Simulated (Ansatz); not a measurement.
# H2Al–CH3, triplet: the ladder up to UCCSDT(Q)

Geometry: that of the H2Al–CH3, singlet, kept fixed. The singlet lies 5.2 eV lower here.

```xyz
7

Al    0.0000    0.0002    0.6566
C     0.0000   -0.0066   -1.2942
H     0.0000    1.3841    1.4409
H     0.0000   -1.3526    1.4928
H     0.0000   -1.0105   -1.7238
H    -0.8749    0.5268   -1.6821
H     0.8749    0.5268   -1.6821
```

Basis cc-pVDZ; Ansatz 0.2.0. Correlated methods freeze the noble-gas cores, which leaves 12 electrons in 51 orbitals. Prefix R: restricted or restricted open-shell reference; prefix U: unrestricted. Active spaces: frontier = (10e, 10o) about the gap.

Full CI isn't at hand for all of this; UCCSDT(Q) serves as the reference, and is uncertain by about the last step of the cluster series. The frozen core follows each run's orbitals, which can shift R against U totals by a few meV.

For open shells CISD is restricted-active-space CI with the open shells as a complete middle space.

- UHF ⟨S²⟩: 2.011
- T1 diagnostic (RCCSD): 0.0427
- largest doubles amplitude (RCCSD): 0.059
- T1 diagnostic (UCCSD): 0.0419

```csv
level,E − E(UCCSDT(Q)) (kcal/mol),share of correlation (%),wall time
RHF,164.00,0.00,–
UHF,161.65,1.43,–
RMP2,34.41,79.02,–
UMP2,34.71,78.84,–
CISD,19.92,87.85,11 s
RCCSD,5.70,96.53,–
UCCSD,5.68,96.54,–
RCCSD(T),1.25,99.24,23 s
UCCSD(T),1.27,99.22,20 s
BCCD(T),1.17,99.28,25 s
RCCSDT,0.21,99.87,–
UCCSDT,0.20,99.88,–
RCCSDT(Q),0.06,99.97,1.9 min
CASSCF (frontier space),113.25,30.95,–
NEVPT2 (frontier space),30.65,81.31,37 s
```

The correlation energy at UCCSDT(Q), counted from RHF, is -7.112 eV. That run took 1.7 min on 1 thread of Arm Neoverse V2, shared host.

Times hold each run's SCF and search for its determinant on a shared host, so for small cases they say little of a method's own cost; they ran on 1 thread of Arm Neoverse V2.
